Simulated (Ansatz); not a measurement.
```yaml
crystal:
  periodic: [false, false, false]
  atoms:
    - {symbol: Ga, position_ang: [-0.908158, -0.168280, -0.005642]}
    - {symbol: B, position_ang: [1.536153, 1.504402, 0.029211]}
    - {symbol: P, position_ang: [1.576552, -0.187969, 0.002054]}
    - {symbol: H, position_ang: [-2.102877, 1.280832, 0.013869]}
basis:
  gaussian: {orbitals: def2-TZVP}
magnetization: {spin_polarized: true, initial_magnetization: 2}
hamiltonian: {xc: pbe0}
relax: {f_tol: 0.004, max_steps: 80}
```

```sh
$ ansatz run in.yaml --threads 1 --pin off --events-out ev --progress --plain --max-ram 2176MiB
```

Steps of the relaxation (energy above the last step; positions in Å, forces in eV/Å):

```
4
step 1, 825.2 meV
Ga   -0.908   -0.168   -0.006   -0.013    1.741    0.028
B     1.536    1.504    0.029   -0.589    0.982    0.014
P     1.577   -0.188    0.002   -0.542   -1.352   -0.024
H    -2.103    1.281    0.014    1.143   -1.372   -0.018
```

```
4
step 2, 268.5 meV
Ga   -0.866    0.027   -0.002    1.202    0.042    0.005
B     1.394    1.475    0.028   -0.591    0.436    0.005
P     1.540   -0.232    0.001   -0.652   -0.614   -0.012
H    -1.966    1.159    0.012    0.041    0.136    0.002
```

```
4
step 3, 64.6 meV
Ga   -0.741    0.073   -0.001    0.147    0.158    0.003
B     1.199    1.445    0.027   -0.161    0.152    0.002
P     1.509   -0.262    0.001   -0.035   -0.237   -0.004
H    -1.865    1.174    0.013    0.048   -0.073   -0.001
```

```
4
step 8, 13.9 meV
Ga   -0.577    0.503    0.006   -0.748    0.144    0.000
B     1.362    1.415    0.027    0.222    0.125    0.003
P     1.410   -0.381   -0.002    0.165   -0.129   -0.002
H    -2.092    0.892    0.008    0.361   -0.140   -0.001
```

```
4
step 11, 0.6 meV
Ga   -0.583    0.591    0.007   -0.037   -0.010    0.001
B     1.413    1.411    0.027    0.020   -0.137   -0.002
P     1.378   -0.396   -0.002   -0.002    0.149    0.002
H    -2.106    0.822    0.007    0.018   -0.002    0.000
```

```
4
step 12, 0.0 meV
Ga   -0.586    0.586    0.008   -0.003    0.001   -0.002
B     1.413    1.408    0.027   -0.002    0.022    0.001
P     1.380   -0.391   -0.002    0.000   -0.023    0.000
H    -2.106    0.825    0.006    0.005   -0.001    0.001
```

```
4
step 13, 0.0 meV
Ga   -0.585    0.586    0.005    0.001   -0.001    0.007
B     1.413    1.409    0.028    0.000    0.001   -0.001
P     1.380   -0.391   -0.001   -0.001   -0.001   -0.002
H    -2.106    0.825    0.008   -0.001    0.000   -0.004
```

```
4
step 14, 0.0 meV
Ga   -0.585    0.586    0.007    0.000    0.000    0.000
B     1.413    1.409    0.027    0.000    0.000    0.000
P     1.380   -0.391   -0.002    0.000    0.000    0.000
H    -2.106    0.825    0.007    0.000    0.000    0.000
```

Close pairs at the end: Ga1–H4 1.539 Å, B2–P3 1.800 Å, Ga1–B2 2.161 Å, Ga1–P3 2.195 Å.

A stationary point of unrestricted PBE0 after 14 steps, with ⟨S²⟩ = 2.017 against 2.00 for a pure state; no frequencies were run, so it isn't proven a minimum. 3 min on 1 thread of Arm Neoverse N1, shared host.
